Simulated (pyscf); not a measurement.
PySCF, gas phase, ωB97X-D3(BJ)/def2-SVP geometries.

SMILES: [NH]=[W]([Cl])([Cl])([Cl])[Cl]
```xyz
7

N      0.0982    -0.3324     0.7222
W     -1.2991    -0.1531    -0.2124
Cl    -2.9828    -0.0158     1.3505
Cl    -0.5121    -0.1763    -2.3751
Cl    -1.5081     2.1264    -0.4495
Cl    -1.9925    -2.3167    -0.5784
H      0.9378    -0.4401     1.2841
```

Question: How much does it cost (ΔH, 298 K, ωB97M-D3(BJ)/def2-TZVP) to split HN=W(Cl)(Cl)(Cl)–Cl at its H–N bond into [N=W(Cl)(Cl)(Cl)–Cl]• + H•?

Answer: H–N to [N=W(Cl)(Cl)(Cl)–Cl]• + H•: 116.2 kcal/mol. The 7 functionals that were run give +105.8 (PBE) to +116.3 kcal/mol (ωB97X-D3(BJ)/def2-TZVP). The radicals are drawn with the spin at the cut bond; how far it spreads was not checked. Other isomers of [N=W(Cl)(Cl)(Cl)–Cl]• were not searched in full and may lie lower. Open-shell species with a d-block atom are single-reference here; other states, and whether the spin sits on metal or ligand, were not checked. Elements past Kr carry the def2 core potentials, without spin-orbit coupling.
